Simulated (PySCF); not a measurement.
SF2, optimised at GFN2-xTB:

```xyz
3

S      0.0458     0.0848     0.1469
F      0.5622     0.1891    -1.3984
F     -0.8675    -1.2573    -0.0271
```

Method: PySCF energies (xtb for GFN2) plus ideal-gas RRHO corrections (1 bar). 6-31G* has spherical d functions here. All species are closed-shell singlets. B3LYP is the form with VWN-RPA correlation.

Q: List the harmonic frequencies (cm⁻¹, unscaled) at this level and at the other levels, each on its own geometry.

A: 
- GFN2-xTB: 272, 672, 724
- B3LYP/6-31G*: 322, 822, 830
- HF/6-31G*: 380, 925, 939
- PBE/def2-SVP: 312, 794, 805
- PBE0/def2-TZVP: 355, 834, 862
